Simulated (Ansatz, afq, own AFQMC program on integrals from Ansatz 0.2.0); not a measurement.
**Where AFQMC and coupled cluster stand for CH⁺, singlet**

```xyz
2

C     0.0000    0.0000    0.0000
H     0.0000    0.0000    0.9000
```

Basis cc-pVTZ. Only valence electrons are correlated. Integrals, coupled cluster, full CI and functionals: Ansatz 0.2.0; the random walks run on the same integrals in our own AFQMC program. The CISD trial takes its coefficients from CCSD amplitudes. Released means that phaseless walkers are propagated on without the constraint, phases kept. ± is one standard error of the sampling.

Determinant: UHF, the one that the program's search chose, which needn't be the lowest solution. The geometry is a point of a scan.

Full CI on the same integrals is exact in this basis and with this determinant's frozen core.

Cautions: strong correlation (T1 0.168, weight of the determinant 0.72, largest double 0.15); unrestricted determinant spin contaminated (⟨S²⟩ 0.54 against 0.00).

- T1 diagnostic: 0.1676
- weight of the determinant in the CISD state: 0.721
- ⟨S²⟩ of the determinant: 0.542
- size of the correlated space: 4 electrons in 43 orbitals

| level | correlation energy (eV) |
| --- | --- |
| MP2 | -1.8218 |
| CCSD | -2.6902 |
| CCSD(T) | -2.7456 |

(1) Estimate where phaseless AFQMC with a CISD trial lies against CCSD(T) on the same integrals.

(1) 1.3 ± 0.2 kJ/mol below CCSD(T).

Reference: full CI, correlation energy -2.763 eV. The released energy is read at 2.40 1/Eh (meV from the phaseless value at times in 1/Eh: -3.2 ± 1.6 at 0.24, -3.2 ± 1.8 at 0.51, -4.9 ± 2.0 at 0.99, -13 ± 4 at 1.62, -14 ± 4 at 2.40). The cautions show a poor starting determinant, so the rows tell how each method copes with it here, and full CI is the sure value.

```json
{"level": "CCSD(T)", "E − E(reference) (kJ/mol)": "1.7", "share of correlation (%)": "99.38"}
{"level": "CCSDT", "E − E(reference) (kJ/mol)": "0.3", "share of correlation (%)": "99.88"}
{"level": "CCSDT(Q)", "E − E(reference) (kJ/mol)": "0.1", "share of correlation (%)": "99.96"}
{"level": "ph-AFQMC/CISD", "E − E(reference) (kJ/mol)": "0.4 ± 0.2", "share of correlation (%)": "99.85"}
{"level": "released AFQMC", "E − E(reference) (kJ/mol)": "-0.9 ± 0.4", "share of correlation (%)": "100.35"}
```

CCSDT and higher add their correlation energy to the determinant of the CCSD(T) run, since their own runs factorise the integrals more tightly (a shift of under 2 meV). Released energies are given only where the last usable release times agree within the noise; a slower fall can still hide under it.
